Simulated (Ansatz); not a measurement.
Born–Oppenheimer molecular dynamics of AlClFH (4 atoms, charge 0, multiplicity 1). It starts from a relaxed structure.

Method: RKS r2SCANh/def2-SVP in Ansatz 0.2.0.

- ensemble: NVT, Nosé–Hoover chain
- time step: 0.5 fs
- steps asked: 250
- set temperature: 1000 K
- thermostat: time constant 100 fs, chain length 3 (defaults)
- seed: 154629

First frame:

```xyz
4
Properties=species:S:1:pos:R:3
Al 0.020 0.000 -0.029
F 0.055 0.000 1.627
Cl 1.854 0.000 -1.024
H -1.349 0.000 -0.779
```

Task: What does the run give?

Result: All steps were run.

```yaml
steps_done: 250
time_covered: 125 fs
mean_temperature_over_the_second_half: 646 K
spread_of_the_potential_energy_over_the_second_half: 19.9 meV per atom
mean_potential_energy_of_the_second_half_above_the_start: 41.8 meV per atom
```

The conserved energy stayed within 0.061 meV per atom of its start (net change 0.028 meV per atom), so the integration is sound. The mean temperature of the second half is 35 % below the set value. A run of 0.12 ps of so small a system gives no equilibrium averages.

Task: What happens to the structure?

Result: The same pairs are bonded in the first frame and the last. Pairs count as bonded within 1.25 times the sum of covalent radii (0.12 Å more for H–H). Another seed would give other details.

Task: How do temperature and energy run in time?

Result: 
```tsv
time (fs)	T (K)	potential energy less start (eV)	conserved less start (meV/atom)
0	1000	0.000	0.00
6	588	0.107	0.03
12	293	0.183	0.05
18	527	0.124	0.02
24	622	0.101	0.02
30	497	0.135	0.03
36	346	0.176	0.04
42	301	0.190	0.04
48	354	0.179	0.03
54	450	0.157	0.03
60	531	0.141	0.04
66	768	0.088	0.03
72	915	0.060	0.02
78	632	0.144	0.04
84	412	0.208	0.06
90	862	0.101	0.02
96	1024	0.076	0.02
102	546	0.213	0.05
108	226	0.303	0.06
114	377	0.269	0.04
120	597	0.223	0.05
```

Run time: 4.9 min on 1 thread of Intel(R) Xeon(R) 6975P-C (Granite Rapids), with other jobs on the host, peak memory 0.13 GiB.
